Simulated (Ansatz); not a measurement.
The same path of CH6Si + H4Si (13 atoms, charge 0, multiplicity 1) was run twice with different band settings. Lost on the way: Si1–C2, H6–Si7. Made: Si1–Si7, C2–H6.

These are results of RKS PBE/def2-SVP (Ansatz 0.2.0), not measurements.

Relaxed end points:

```xyz
13
Properties=species:S:1:pos:R:3
Si -0.681 0.525 1.504
C 0.363 -1.009 1.875
H -2.037 0.138 0.972
H -0.883 1.351 2.747
H -0.007 1.396 0.475
H 0.471 -0.852 -1.755
Si 0.301 0.320 -2.684
H 0.516 -1.611 0.956
H 1.358 -0.722 2.269
H -0.134 -1.651 2.630
H 0.525 -0.139 -4.099
H 1.302 1.386 -2.339
H -1.092 0.866 -2.551
```

```xyz
13
Properties=species:S:1:pos:R:3
Si -1.047 1.508 0.292
C 1.054 -2.095 1.285
H -2.035 0.447 0.700
H -1.728 2.850 0.356
H 0.099 1.504 1.270
H 0.950 -1.633 0.285
Si -0.269 1.108 -1.894
H 0.727 -3.151 1.235
H 2.112 -2.052 1.605
H 0.427 -1.547 2.013
H 0.336 -0.269 -1.999
H 0.781 2.122 -2.270
H -1.407 1.208 -2.878
```

Common settings: movable images 7; climbing image yes; spring 5.0 eV/Å²; optimiser quadratic models (default); start path through a guess of the saddle point; iteration limit 60; end points relaxed.

| run | force threshold |
| --- | --- |
| 1 | 0.03 eV/Å |
| 2 | 0.5 eV/Å |

(1) What does each run give, and how far can it be trusted?

Answers

(1) Run 1: converged after 18 iterations, highest image 3.178 eV above the first end. Neighbouring images differ by up to 2.4 eV, so the band resolves the path poorly. A vibrational analysis at the climbing image gives one clearly imaginary mode, 1144i cm⁻¹: a first-order saddle point.
Run 2: converged after 7 iterations, highest image 3.286 eV above the first end. The threshold of 0.5 eV/Å is loose, so the images may lie well off the minimum-energy path. Neighbouring images differ by up to 2.1 eV, so the band resolves the path poorly. The order of the stationary point at the top wasn't checked.
The orbitals stay closed-shell, which can raise the energy where a bond breaks towards radicals; this wasn't checked here.
